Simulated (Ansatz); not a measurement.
# PH₄+ (singlet): the correlation ladder at scale of all distances = 1.310, 6-31G

Aim: climb from Hartree-Fock through coupled cluster and multireference methods for PH₄+ (singlet) at one geometry and basis, and see what each rung misses.

Method: 6-31G, core rule «outside noble gas», up to 5 orbitals frozen; program: Ansatz 0.2.0, Gaussian basis.

The runs, in order: UHF; CCSD(T) on RHF; BCCD(T) on RHF; CISD; CCSDT(Q) on RHF; CISDTQ; CCSDTQ on RHF; CASSCF and MRCISD+Q, 2 electrons in 2 orbitals; CASSCF and NEVPT2, 2 electrons in 2 orbitals; CASSCF and MRCISD+Q, 8 electrons in 8 orbitals; CASSCF and NEVPT2, 8 electrons in 8 orbitals; Full CI.

15 further runs of the same task are left out: 4 for a known fault of the program, 8 that didn't finish, 3 set aside as unsound or not needed.

## Step 1: What is computed

The geometry derives from a PBE0/def2-TZVP stationary point (not a proven minimum). All distances are scaled together.

5 atoms, charge 1, spin multiplicity 1.

Atoms are counted from 1 here; the program's logs count them from 0.

No contacts short enough for the rule that draws bonds.

## Step 2: UHF

Contents of in.yaml:

```yaml
crystal:
  periodic: [false, false, false]
  atoms:
    - {symbol: P, position_ang: [0.000000, 0.000000, 0.000000]}
    - {symbol: H, position_ang: [1.057397, 1.061471, 1.059136]}
    - {symbol: H, position_ang: [-1.062382, -1.056093, 1.059523]}
    - {symbol: H, position_ang: [-1.056283, 1.057194, -1.064511]}
    - {symbol: H, position_ang: [1.061269, -1.062571, -1.054148]}
basis:
  gaussian: {orbitals: 6-31G}
total_charge: 1
magnetization: {spin_polarized: true, initial_magnetization: 0}
hamiltonian: {xc: hf}
output: {orbitals: {seedname: orbitals}}
```

Command:

```
> ansatz run in.yaml --threads 1 --pin off --events-out ev --progress --plain --max-ram 2393MiB
```

The runs that follow: CCSD(T) on RHF; BCCD(T) on RHF; CISD; CCSDT(Q) on RHF; CISDTQ; CCSDTQ on RHF; CASSCF and MRCISD+Q, 2 electrons in 2 orbitals; CASSCF and NEVPT2, 2 electrons in 2 orbitals; CASSCF and MRCISD+Q, 8 electrons in 8 orbitals; CASSCF and NEVPT2, 8 electrons in 8 orbitals; Full CI.

**Question.** What will the summary of the whole plan be? Wanted: FCI below the RHF energy; RMP2 from FCI; RCCSD from FCI; RCCSD(T) from FCI; RCCSDT(Q) from FCI; NEVPT2 pair from FCI; MRCISD+Q pair from FCI; NEVPT2 valence from FCI; T1 diagnostic.

As calculated:

| quantity | value |
| --- | --- |
| FCI below the RHF energy | -3.7591 eV |
| RMP2 from FCI | +27.31 kcal/mol |
| RCCSD from FCI | +2.40 kcal/mol |
| RCCSD(T) from FCI | +0.77 kcal/mol |
| RCCSDT(Q) from FCI | +0.04 kcal/mol |
| NEVPT2 pair from FCI | +22.49 kcal/mol |
| MRCISD+Q pair from FCI | -0.92 kcal/mol |
| NEVPT2 valence from FCI | +2.52 kcal/mol |
| levels within 1 kcal/mol (43 meV) | RCCSD(T), BCCD(T), RCCSDT, CISDTQ, RCCSDT(Q), RCCSDTQ, MRCISD+Q pair, MRCISD valence, MRCISD+Q valence |
| T1 diagnostic | 0.013 |
| effectively unpaired electrons | 0.19 |

**Reading.** RCCSD(T) lands +0.77 kcal/mol from the yardstick (0.9 % of the correlation energy). MRCISD+Q pair falls below full CI: the +Q correction isn't variational, and the cores differ from full CI's. One determinant dominates. Of the multireference levels listed MRCISD+Q valence comes nearest in total energy (+0.14 kcal/mol), which doesn't show that its space is the better one. These misses are within one basis, not against nature.
